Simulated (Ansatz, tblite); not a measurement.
Cost and result up the ladder for P4⁺ (the lowest doublet isomer of a short search) (4 atoms). The state is a doublet with charge 1. Geometry: PBE-D4/def2-TZVP.

Cartesian coordinates in Å:
```
P -0.075 0.822 1.107
P -0.380 0.816 -1.046
P 1.204 -0.533 -0.415
P -0.748 -1.104 0.354
```

Ansatz on 4 threads of Intel Xeon on a shared host; xTB runs through tblite on one thread. Times are rough, summed over both states, and most runs start from the orbitals of an earlier one. CCSD(T)/def2-TZVPP serves as the yardstick here, not as an exact answer. Differences are given only for rows in sets of like size (and for xTB, whose basis is part of the method), since another set adds its own error. The other state is a quartet at its own geometry, which has other bonds, so the gap mixes isomer and spin.

The xTB rows come from tblite. LC-ωPBE has ω = 0.4 bohr⁻¹. B3LYP takes the VWN-RPA correlation. Correlated methods freeze 20 core orbitals. The structure comes from a short search, and lower isomers may exist.

Correlated methods converge slowly with the basis.

xTB has no spin-polarisation term.

| level | functions | quartet − doublet (eV) | difference from CCSD(T)/def2-TZVPP (eV) | remarks |
| --- | --- | --- | --- | --- |
| GFN2-xTB | 36 | 1.90 | 0.00 | – |
| GFN1-xTB | 36 | 2.33 | 0.43 | – |
| HF/def2-TZVP | 148 | 1.02 | -0.88 | – |
| CCSD(T)/def2-TZVPP | 168 | 1.90 | 0.00 | – |
| r2SCAN0-D4/def2-TZVP | 148 | 1.73 | -0.17 | – |
| PBE-D4/def2-TZVP | 148 | 1.86 | -0.04 | – |
| r2SCANh-D4/def2-TZVP | 148 | 1.75 | -0.15 | – |
| HF/STO-3G | 36 | 0.19 | – | spin-contaminated (⟨S²⟩ 0.83) (doublet), spin-contaminated (⟨S²⟩ 3.93) (quartet) |
| r2SCAN-D4/def2-TZVP (with forces) | 148 | 1.76 | -0.14 | – |
| PBE0-D4/def2-TZVP | 148 | 1.81 | -0.09 | – |
| MP2/def2-TZVP | 148 | 2.17 | 0.27 | – |
| LC-ωPBE/def2-TZVP | 148 | 1.77 | -0.13 | – |
| B3LYP-D4/def2-TZVP | 148 | 1.73 | -0.17 | – |
| RPA@PBE/def2-TZVP | 148 | 1.88 | -0.02 | – |

**Question.** Estimate how long each takes.

**Answer.** GFN1-xTB 0.008 s; GFN2-xTB 0.009 s; HF/STO-3G 0.4 s; PBE-D4/def2-TZVP 2.7 s; MP2/def2-TZVP 4.1 s; LC-ωPBE/def2-TZVP 4.1 s; B3LYP-D4/def2-TZVP 4.4 s; RPA@PBE/def2-TZVP 4.6 s; PBE0-D4/def2-TZVP 5 s; r2SCAN-D4/def2-TZVP (with forces) 6.3 s; HF/def2-TZVP 7.6 s; r2SCANh-D4/def2-TZVP 7.7 s; r2SCAN0-D4/def2-TZVP 8.1 s; CCSD(T)/def2-TZVPP 36 s. On shared hardware such times vary by a factor of up to 3.
